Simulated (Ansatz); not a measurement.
One change: `C/C=C\F` becomes `C/C(=C/F)CO`.

Ansatz, PBE0-D4/def2-TZVP geometries, multiplicity 1. Each molecule was computed in one conformer, which needn't be the lowest.

```tsv
property	`C/C=C\F`
HOMO–LUMO gap (PBE/def2-TZVPP) / eV	5.60
LUMO energy (PBE/def2-TZVPP) / eV	-0.40
HOMO–LUMO gap (B3LYP/def2-TZVPP) / eV	7.39
HOMO energy (B3LYP/def2-TZVPP) / eV	-7.03
HOMO–LUMO gap (ωB97M-V/def2-TZVPP) / eV	12.29
HOMO–LUMO gap (PBE0/def2-TZVPP) / eV	7.87
```

Q: What does the change do to each property? (An estimate is asked.)

A: Computed: 
```tsv
property	`C/C(=C/F)CO`	shift
HOMO–LUMO gap (PBE/def2-TZVPP) / eV	5.22	-0.38
LUMO energy (PBE/def2-TZVPP) / eV	-0.77	-0.37
HOMO–LUMO gap (B3LYP/def2-TZVPP) / eV	7.00	-0.39
HOMO energy (B3LYP/def2-TZVPP) / eV	-7.04	-0.01
HOMO–LUMO gap (ωB97M-V/def2-TZVPP) / eV	11.70	-0.59
HOMO–LUMO gap (PBE0/def2-TZVPP) / eV	7.48	-0.39
```

B3LYP here is the variant with VWN-RPA as its local correlation; programs differ in this.
